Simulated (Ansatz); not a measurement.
**The cluster W3−: geometry, orbitals and charge**

Aim: characterise the cluster W3− as a doublet: its structure, frontier levels and distribution of charge and spin.

Computed with Ansatz 0.2.0, Gaussian basis. Level: UKS PBE0-D4/def2-TZVPD.

Levels to be run: relaxation at PBE0-D4/def2-TZVPD; a single point at PBE0-D4/def2-TZVPD.

1 further run of the same task is left out (set aside as unsound or not needed). Runs told in other sessions of the task aren't counted.

### 1 The system as given

3 atoms, charge -1, spin multiplicity 2.

Atoms are counted from 1 here; the program's logs count them from 0.

Bond lengths: W1–W2 3.457 Å, W1–W3 3.349 Å, W2–W3 3.197 Å. Angles: W2–W1–W3 56.0°, W1–W2–W3 60.3°, W1–W3–W2 63.7°.

Coordinates:

```
W    -0.03990    1.64900    2.91450
W     0.40190    3.16790   -0.15880
W     0.00000    0.00000    0.00000
```

W takes a core potential in the def2 sets. No spin-orbit coupling is included. The ion is computed in the gas phase, without counter-ions or solvent.

The start is a random packing geometry.

### 2 Optimising with PBE0-D4/def2-TZVPD

in.yaml

```yaml
crystal:
  periodic: [false, false, false]
  atoms:
    - {symbol: W, position_ang: [-0.039900, 1.649000, 2.914500]}
    - {symbol: W, position_ang: [0.401900, 3.167900, -0.158800]}
    - {symbol: W, position_ang: [0.000000, 0.000000, 0.000000]}
basis:
  gaussian: {orbitals: def2-TZVPD}
total_charge: -1
magnetization: {spin_polarized: true, initial_magnetization: 1}
hamiltonian: {xc: pbe0, dispersion: d4}
scf: {lower_state_search: "off"}
output: {orbitals: {seedname: orbitals}}
relax: {f_tol: 0.02, max_steps: 100}
```

Run with:

```console
$ ansatz run in.yaml --threads 4 --pin off --events-out ev --progress --plain --max-ram 3916MiB
```

Further steps of the session: Single point, PBE0-D4/def2-TZVPD.

**Question.** What will the summary of the whole plan be? Wanted: point group; commonest bond; HOMO, LUMO at PBE0-D4/def2-TZVPD; ⟨S²⟩.

**Answer**, as computed:

| quantity | value |
| --- | --- |
| point group | C2v |
| commonest bond | W–W, 3 of mean length 2.274 Å |
| HOMO, LUMO at PBE0-D4/def2-TZVPD (over both spins) | -0.16, 1.32 eV |
| ⟨S²⟩ | 0.919 |

**Reading.** The molecule keeps its bonding pattern by the stored test; the atoms moved 0.62 Å (rms). No usable vibrations, so a minimum isn't proven. Doubts on the single point: spin contamination. Whether this spin is the lowest isn't tested here.
